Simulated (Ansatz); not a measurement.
Ansatz (a quantum-chemistry and plane-wave program) input:
A basis named .json is the Basis Set Exchange file of that set.

Ansatz 0.2 input:
```yaml
crystal:
  periodic: [false, false, false]
  atoms:
    - {symbol: O, position_ang: [0.02204159, 1.10436371, -0.00118827]}
    - {symbol: H, position_ang: [-0.92327012, 1.31460394, 0.01604549]}
    - {symbol: Cl, position_ang: [0.04393750, -0.59703021, -0.00038467]}
basis:
  gaussian:
    orbitals: aug-cc-pV_D+d_Z.json
magnetization: {spin_polarized: false}
correlation: {method: ccsd_t, electrons: outside_noble_gas}
output: {forces: true}
```

### Question
Predict the final energy.

### Answer
-535.28171 Eh (CCSD(T)/aug-cc-pV(D+d)Z). The basis has 64 functions.
